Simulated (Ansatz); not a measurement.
Relaxation of C$_{2}$H$_{2}$S (5 atoms, charge 0, multiplicity 1), to a largest force component of 0.02 eV/Å in at most 50 steps.

Method: Ansatz, RKS r2SCAN-D4/def2-SVP.

```xyz
5
Properties=species:S:1:pos:R:3
C -1.164 -0.374 0.013
C -0.019 -0.271 0.037
S 1.638 -0.181 0.076
H -2.201 -0.377 -0.034
H 1.796 1.129 -0.133
```

Where does it end, and by what steps?

The forces met the threshold. After 5 steps the energy has fallen by 0.338 eV; H4 moved furthest, 0.10 Å.

```tsv
step	energy less start (eV)	largest force component (eV/Å)	accepted
0	0.0000	7.555	yes
1	-0.3254	0.828	yes
2	-0.3332	0.338	yes
3	-0.3376	0.116	yes
4	-0.3381	0.076	yes
5	-0.3383	0.013	yes
```

```xyz
5
Properties=species:S:1:pos:R:3
C -1.209 -0.347 0.002
C 0.003 -0.219 0.026
S 1.689 -0.198 0.084
H -2.279 -0.441 -0.021
H 1.846 1.131 -0.132
```

The run took 13 s on 1 thread of Arm Neoverse V1, with other jobs on the host, peak memory 0.11 GiB.
